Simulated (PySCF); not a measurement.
**How the method changes the constants of SiO**

State: ¹Σ⁺ (singlet), closed shell. Set-up: Si def2-TZVPPD, O def2-TZVPPD; no relativity (PySCF 2.14). De refers to Si + O in their high-spin ground configurations, without counterpoise correction. A positive dipole means Si(−)O(+).

```tsv
Level	Re (Å)	ωe (cm⁻¹)	De (eV)	μ (D)	CPU s a point (SCF and correlation, without the integrals)
RHF	1.479	1400	4.81	-3.56	0.53
RHF-MP2	1.531	1186	8.55	n/a	0.81
RHF-SCS-MP2	1.527	1205	8.36	n/a	n/a
RHF-CCSD	1.511	1275	7.63	n/a	n/a
RHF-CCSD(T)	1.523	1221	7.97	n/a	14
PBE	1.529	1195	8.50	-2.94	1.4
BLYP	1.532	1185	8.46	-3.06	0.93
r²SCAN	1.515	1247	8.13	-2.96	2.2
B3LYP	1.513	1252	8.13	-3.20	2.2
PBE0	1.508	1272	7.91	-3.13	4.4
r²SCAN0	1.501	1301	7.64	-3.15	2.7
HSE06	1.509	1269	7.90	-3.14	3.7
MN15	1.502	1304	8.44	-3.19	2.7
B2PLYP	1.521	1211	8.26	-3.51	2.1
```

**Question.** Which functional lies closest to RHF-CCSD(T) in De, which farthest, and by how much do they differ from it?

**Answer.** Closest is PBE0 (-1.5 pm in Re, +4.2 % in ωe, -0.06 eV in De against RHF-CCSD(T) in the same basis), farthest PBE (+0.6 pm in Re, -2.1 % in ωe, +0.53 eV in De). CCSD(T) converges more slowly with the basis than the functionals do and binds too weakly in this one, so the order can change at the basis-set limit.

**Question.** What does a quarter of exact exchange do here, going from PBE to PBE0?

**Answer.** PBE0 less PBE: -2.1 pm in Re, +6.4 % in ωe, -0.59 eV in De. Exact exchange removes part of the self-interaction that spreads semilocal densities, and in most molecules shortens and stiffens the bond and lowers De; so it does here.

**Question.** What does the step from GGA to meta-GGA do here, going from PBE to r²SCAN?

**Answer.** r²SCAN less PBE: -1.4 pm in Re, +4.4 % in ωe, -0.37 eV in De. 

Correlated steps freeze 6 core orbitals. Where the molecule has an RHF reference, its open-shell atoms are computed with UHF. B2PLYP dipoles, levels and charges come from its SCF part alone. The CCSD T1 diagnostic is raised, a sign that a single reference may not be enough here.

The whole job (state search and all levels along the bond) took about 4.5 min on 2 threads of Arm Neoverse V1 (shared host), peak memory 2 GiB.
